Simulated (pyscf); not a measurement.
Single points on ωB97X-D3(BJ)/def2-SVP structures (PySCF, gas phase).

Question: Estimate by transition-state theory (the high-pressure limit) the rate constant of H₂Si=S (SMILES [SiH2]=S) + H₂ (SMILES [H][H]) → H₃Si–SH (SMILES [SiH3]S) (singlet surface; H–H broken, H–S, H–Si formed) at 298 K, with ωB97M-D3(BJ)/def2-TZVP energies (ideal gas, 1 atm, RRHO with modes under 100 cm⁻¹ raised to 100, one conformer, R ln 2 for chiral ones without a mode under 150 cm⁻¹; no tunnelling).

Answer: The electronic barrier is 21.7 kcal/mol and the thermal terms add +9.4, so ΔG‡ = 31.1 kcal/mol. With k_BT/h = 6.21e+12 s⁻¹ and RT = 0.592 kcal/mol, and a volume of 4.06e-20 cm³ per molecule at 1 atm, k = 4.2e-30 cm³ molecule⁻¹ s⁻¹. The product is born with the 54 kcal/mol of the reverse barrier and needs collisions to keep. Wigner's tunnelling factor for 1343i cm⁻¹ would be 2.75, likely too low at so high a frequency. A shift of 1 kcal/mol in the barrier changes k by a factor 5.4. At the saddle there is also a short H–Si contact that neither side keeps. One saddle was located; it need not be the lowest between these sides.
